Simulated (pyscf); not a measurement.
F–BH–SiH₃ -> B–F [singlet] + silane (SiH₄) (1,1-elimination; singlet surface; B–Si, B–H broken, H–Si formed). Structures and frequencies: ωB97X-D3(BJ)/def2-SVP in PySCF. Correlated levels are frozen-core, on RHF or UHF. ΔMP2 is the change of the MP2 total energy from the triple- to the quadruple-zeta basis. Energies in kJ/mol from the reactant's lowest minimum found.

| level | barrier | reaction energy |
|---|---|---|
| ωB97X-D3(BJ)/def2-TZVP | 377.5 | +190.7 |
| PBE/def2-TZVP | 321.0 | +196.3 |
| r²SCAN/def2-TZVP | 339.3 | +197.8 |
| B3LYP-D3(BJ)/def2-TZVP | 343.6 | +184.0 |
| PBE0-D3(BJ)/def2-TZVP | ? | +201.3 |
| CCSD(T)/def2-TZVPP | 358.0 | +163.3 |
| CCSD(T)/def2-TZVPP + ΔMP2(QZVPP) | ? | ? |

Q: Fill in the missing entries.

A: 
- PBE0-D3(BJ)/def2-TZVP, barrier: 348.5
- CCSD(T)/def2-TZVPP + ΔMP2(QZVPP), barrier: 357.3
- CCSD(T)/def2-TZVPP + ΔMP2(QZVPP), reaction energy: +165.5

Of the functionals in the table, PBE0-D3(BJ) is closest to CCSD(T)/def2-TZVPP + ΔMP2(QZVPP) in the barrier (8.8 kJ/mol apart) and PBE least close (36.3 kJ/mol); that level has limits of its own. This is the saddle that the search found; another between the same sides may lie lower. The CCSD(T) − MP2 part came from Ansatz, without density fitting, on the same reference.
